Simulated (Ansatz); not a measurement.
Compare A (`BO[SiH3]`) with its isomer B (`OB[SiH3]`).

Calculated with Ansatz (gas phase, PBE0-D4/def2-TZVP geometries, no zero-point term in ΔE). CCSD(T)/CBS adds triple-zeta CCSD(T) − MP2 to the extrapolated MP2 energy (def2 sets, frozen cores). DFT in def2-TZVPP. B3LYP here is the variant with VWN-RPA as its local correlation; programs differ in this. One conformer a species, not always the lowest.

A:

Z-matrix (Å, degrees):
```
Si
O 1 1.658
H 1 1.482 2 107.9
H 1 1.482 2 107.9 3 -118.9
H 1 1.485 2 110.1 3 120.6
B 2 1.347 1 132.3 3 -120.7
H 6 1.199 2 118.0 1 180.0
H 6 1.204 2 120.0 1 0.0
```

B:

```xyz
8

O    -0.1674    1.8252   -0.0496
B     0.0333    0.6428    0.5713
Si    0.0122   -1.0685   -0.5145
H    -0.1400    2.5823    0.5432
H     0.2227    0.6291    1.7624
H    -1.0404   -1.9838    0.0143
H     1.3175   -1.7743   -0.3614
H    -0.2380   -0.8527   -1.9657
```

Question: Which isomer does CCSD(T)/CBS put lower? Give the gap. (Best estimate.)

Answer: The calculation gave: A, by 24.9 kcal/mol.

Question: Give E(B) − E(A) in kcal/mol with BLYP-D4, B2PLYP, B3LYP-D4, CCSD(T)/def2-SVP, PBE0-D4, CCSD/def2-TZVPP, MP2/def2-TZVPP. (Estimate.)

Answer: The calculation gave: BLYP-D4 23.4, B2PLYP 25.7, B3LYP-D4 24.7, CCSD(T)/def2-SVP 21.2, PBE0-D4 21.0, CCSD/def2-TZVPP 25.2, MP2/def2-TZVPP 26.6. None reverses the order clearly.

Question: Does the order hold for the free energy at 298.15 K (harmonic terms from PBE0-D4)? (Estimate.)

Answer: The calculation gave: Yes: G(B) − G(A) = +25.4 kcal/mol, for one conformer each.

Largest T1 diagnostic: 0.014.

In def2-TZVPP, CCSD(T) changes the Hartree–Fock value by −6.2 kcal/mol (the triples alone add −0.8 kcal/mol) and MP2 by −4.1 kcal/mol. From PBE to PBE0 (25 % exact exchange), in def2-TZVPP and without D4, E(B) − E(A) moves by +2.1 kcal/mol.
